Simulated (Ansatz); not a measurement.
Input for Ansatz (development build ahead of 0.2.0):

```yaml
crystal:
  periodic: [false, false, false]
  atoms:
    - { symbol: C, position_ang: [0.0, 0.0, 0.0] }
    - { symbol: H, position_ang: [0.0, 0.966, -0.6615] }
    - { symbol: O, position_ang: [0.0, 0.0, 1.176] }
basis:
  gaussian: { orbitals: cc-pVDZ }
magnetization:
  spin_polarized: true
  initial_magnetization: 1
hamiltonian:
  xc: hf
correlation:
  method: ccsd_t
  frozen_orbitals: { C: 1, H: 0, O: 1 }
```

The input is written out in the form of the current development build from the run's settings.

The run gave:

| Item | Value |
| --- | --- |
| Converged | yes |
| Reference energy | -113.25751 hartree |
| CCSD correlation energy | -0.30765 hartree |
| Triples correction | -0.01057 hartree |
| Total energy | -113.57573 hartree |
| Spin squared of the determinant | 0.764 |
